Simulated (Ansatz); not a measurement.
# A ladder of methods for AlNH4 (AlH2(NH2))

AlNH4 has 6 atoms, charge 0, and is taken as a singlet. SMILES: `[H][Al]([H])[NH2]`. The shape comes from GFN2-xTB, which is rough for such elements, and wasn't checked as a minimum.

```csv
atom,x (Å),y (Å),z (Å)
Al,0.4112,0.7098,0.0041
H,1.9511,0.7541,0.0402
H,-0.3175,2.0686,-0.0206
N,-0.4778,-0.8270,-0.0067
H,-0.8038,-1.3379,-0.8198
H,-0.7632,-1.3675,0.8027
```

Quantity: the electronic atomisation energy, in eV. The values are calculated. Electronic energies at fixed atoms, without zero-point motion or spin-orbit coupling.

| level | kind | program | value (eV) | less FCI/STO-3G |
| --- | --- | --- | --- | --- |
| revPBE/STO-3G | GGA | Ansatz | 22.27 | +3.25 |
| r2SCAN/STO-3G | meta-GGA | Ansatz | 22.46 | +3.44 |
| CAM-B3LYP/STO-3G | range-separated hybrid | Ansatz | 22.85 | +3.83 |
| HSE06/STO-3G | range-separated hybrid | Ansatz | 22.32 | +3.30 |
| CCSD/STO-3G | coupled cluster or CI | Ansatz | 18.99 | -0.03 |
| CCSDT(Q)/STO-3G | coupled cluster or CI | Ansatz | 19.02 | 0.00 |
| CCSDT/STO-3G | coupled cluster or CI | Ansatz | 19.02 | 0.00 |
| FCI/STO-3G | exact in the basis | Ansatz | 19.02 | 0.00 |

FCI/STO-3G is exact within its basis and frozen core, so for wave-function methods in that basis the difference is their error; functionals converge differently with the basis, so for them it is only a difference. The values span 18.99 to 22.85 eV. All rows use very small basis sets, so even the best lies far from the true value.
